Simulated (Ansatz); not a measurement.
in.yaml

```yaml
crystal:
  periodic: [false, false, false]
  atoms:
    - {symbol: Al, position_ang: [0.000000, -0.407422, 0.729636]}
    - {symbol: Na, position_ang: [0.000000, -0.249365, -2.241896]}
    - {symbol: H, position_ang: [0.000000, 0.656787, 1.512259]}
basis:
  gaussian: {orbitals: cc-pVDZ, point_charges: [{charge: 1.00, position_ang: [3.989, -0.165, -0.911]}]}
magnetization: {spin_polarized: false, initial_magnetization: 1}
correlation: {method: fic_mrcisd_q, electrons: outside_noble_gas, active_space: {window: {electrons: 3, orbitals: 3}, states: [{multiplicity: 3, weights: [-1, 1]}]}}
accuracy: high
```

```sh
$ ansatz run in.yaml --threads 1 --pin off --events-out ev --progress --plain --max-ram 2393MiB
```

One thing in this input was set wrong on purpose, beside settings that are merely unusual. What is the gravest fault, and what does the program do?

Impossible set of states or weights. How the run ends: refused.
```
Error: set 0 asks for 2 states and needs as many positive weights; it has [-1.0, 1.0]
```
